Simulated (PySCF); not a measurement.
Species: C₅H₁₁S (charge -1).
Atom-mapped SMILES: `[CH3:1][CH2:2][CH2:3][C@@H:4]([CH3:5])[S-:6]` (hydrogens: H7, H8, H9 on C1; H10, H11 on C2; H12, H13 on C3; H14 on C4; H15, H16, H17 on C5)

Torsions of this conformer, `[CH3:1][CH2:2][CH2:3][C@@H:4]([CH3:5])[S-:6]`: C1–C2–C3–C4 175°, C2–C3–C4–C5 65°.

The closed-shell ground state was solved at several levels (PySCF, density fitting, gas phase, non-relativistic). One conformer (not necessarily the lowest) at the GFN2-xTB geometry, without solvent, vibrations or thermal averaging. Where the HOMO energy is positive, the finite basis confines the outermost electrons. No diffuse functions stand in pcSseg-1, which bears on an anion's orbital energies.

```tsv
level	basis functions	total energy (Eh)	HOMO (eV)	LUMO (eV)	gap (eV)
PBE0/def2-SVPD	215	-594.7501	-0.06	3.62	3.68
PBE0/pcSseg-1	164	-594.9448	0.52	4.76	4.24
```

Question: Estimate the row for CAM-B3LYP/def2-SVPD, a basis of 215 functions; the other rows only guide the guess.

Answer: Total energy -595.0181 Eh, HOMO -1.31 eV, LUMO 4.21 eV, gap 5.52 eV.

Question: Over all these levels, which gives the widest orbital gap and which the narrowest?

Answer: CAM-B3LYP/def2-SVPD (range-separated hybrid) has the widest, 5.52 eV, and PBE0/def2-SVPD (global hybrid, 25 % exact exchange) the narrowest, 3.68 eV. The two share the basis. From the narrowest to the widest the HOMO moves by -1.25 eV and the LUMO by +0.59 eV.
